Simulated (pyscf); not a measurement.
`[SiH2]1[SiH2][SiH2][SiH2][SiH2]1` → `[Si]1[SiH2][SiH2][SiH2][SiH2]1` [singlet] + `[H][H]`, a multi-bond step (singlet surface; H–Si, H–Si, H–Si broken, H–Si, H–H formed). Single points on ωB97X-D3(BJ)/def2-SVP structures (PySCF, gas phase). Energies in eV from the reactant's lowest minimum found.

Small-basis levels: PySCF, no dispersion term, spherical d functions. 

Task: In single points HF/STO-3G puts the saddle at 6.94 eV and the reaction energy at +3.69 eV. Should these be trusted to within a few kcal/mol? Compare with ωB97M-D3(BJ)/def2-TZVP.

Result: ωB97M-D3(BJ)/def2-TZVP gives ΔE‡ = 3.24 eV and ΔE = +2.34 eV. HF/STO-3G lies 3.70 eV over it in the barrier and 1.35 eV over it in the reaction energy, so on this step it does not hold to within 0.13 eV. ωB97M-D3(BJ)/def2-TZVP has limits of its own. At the saddle there is also a short H–Si contact that neither side keeps. cyclic H₈Si₅ (SMILES [Si]1[SiH2][SiH2][SiH2][SiH2]1) [singlet] lies 0.35 eV over its isomer cyclic H₈Si₅ (SMILES [SiH]1=[SiH][SiH2][SiH2][SiH2]1) (electronic energy, ωB97M-D3(BJ)). One saddle was located; it need not be the lowest between these sides.
